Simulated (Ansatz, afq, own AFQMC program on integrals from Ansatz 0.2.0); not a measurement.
Two steps: Ansatz 0.2.0 writes the Fock matrix and Cholesky factors of the valence space, and afq projects on them the lowest state that overlaps trial and start.

```yaml
crystal:
  periodic: [false, false, false]
  atoms:
    - {symbol: Al, position_ang: [0.000000, 0.000000, 0.000000]}
basis:
  gaussian: {orbitals: cc-pVDZ}
magnetization: {spin_polarized: true, initial_magnetization: 1}
correlation: {method: ccsd_t, electrons: outside_noble_gas, hamiltonian_folder: ham}
```

```sh
$ ansatz run in.yaml --threads 1 --pin off --events-out ev --progress --plain --max-ram 1843MiB
```

Options of the walk:

```
--method free --trial cisd --walkers 200 --time-step 0.03 --max-blocks 80 --target-error 0.00021 --factor-cut 1e-05 --seed 653 --times 0,0.3,0.6,1.2,1.8,2.4,3.6,4.8,6 --taylor-order 8
```

Times are imaginary, in 1/Eh. The walk had a cap of 398 s.

afq prints:

```
orbitals 13  electrons 2 1  factors 69 of 98
reference energy -241.87350953 Eh
CCSD correlation -0.04707543 Eh in 9 cycles, weight of the determinant in the CISD state 0.9335
repeat  energy at the last time / Eh  error
    10  -241.921664  0.000073
    20  -241.921651  0.000044
    30  -241.921653  0.000033
time / (1/Eh)  energy / Eh  error  mean overlap
  0.00  -241.920586  0.000001  1.0701
  0.30  -241.920899  0.000009  1.0731
  0.60  -241.921119  0.000015  1.0737
  1.20  -241.921343  0.000021  1.0754
  1.80  -241.921507  0.000020  1.0720
  2.40  -241.921538  0.000018  1.0750
  3.60  -241.921605  0.000023  1.0719
  4.80  -241.921626  0.000028  1.0779
  6.00  -241.921649  0.000032  1.0747
energy -241.921649 +/- 0.000032 Eh
```

The run passed its tests (error under three times the target), which doesn't prove that it has relaxed.

Against this walk (error 0.9 meV) on the same determinant: CCSD(T) 10.4 meV higher, full CI 0.6 meV higher (within the noise). The error is statistical, and a free projection of finite length keeps a remainder of its start.

Cautions: remainder of the start not in the error.

The walk took 20 s on 1 thread of Arm Neoverse V1, with other jobs on the host. The log's last line is the free-projection energy.

A walk keeps the symmetry of its determinant, which the program's search chose and which needn't be the lowest solution, so a lower state of the same spin and another symmetry isn't excluded.
